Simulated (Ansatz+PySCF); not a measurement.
Two shapes of singlet CH₃F.

Shape 1:

```xyz
5

C     0.0000    0.0000   -0.6187
F     0.0000    0.0000    2.1081
H     0.0000   -1.0360   -0.9966
H    -0.8972    0.5180   -0.9966
H     0.8972    0.5180   -0.9966
```

Shape 2:

```xyz
5

C     0.0000    0.0000   -0.6187
F     0.0000    0.0000    1.4264
H     0.0000   -1.0360   -0.9966
H    -0.8972    0.5180   -0.9966
H     0.8972    0.5180   -0.9966
```

Basis set: STO-3G (spherical functions). Frozen core: 2 orbitals. Charge 0, multiplicity 1.

Computed with Ansatz (development build ahead of 0.2.0); each method stands on the lowest determinant of its kind that the runs found.

**Question.** Which shape is lower in energy, and by how much in each method?

**Answer.**

| method | E(2) − E(1) (eV) |
| --- | --- |
| RHF | -4.784 |
| UHF | -0.296 |
| RHF-MP2 | -1.803 |
| UHF-MP2 | -0.398 |
| RHF-CCSD | -1.231 |

Shape 2 is lower. Caution for RHF, RHF-MP2, RHF-CCSD: an unrestricted determinant lies well below. Caution for UHF, UHF-MP2: the unrestricted determinant is a mixture of spin states. Caution for RHF-MP2, UHF-MP2, RHF-CCSD: large amplitudes, a single reference is doubtful. Caution for UHF-MP2: bonds are stretched, where a single reference can fail; a plain start can end on a higher determinant.
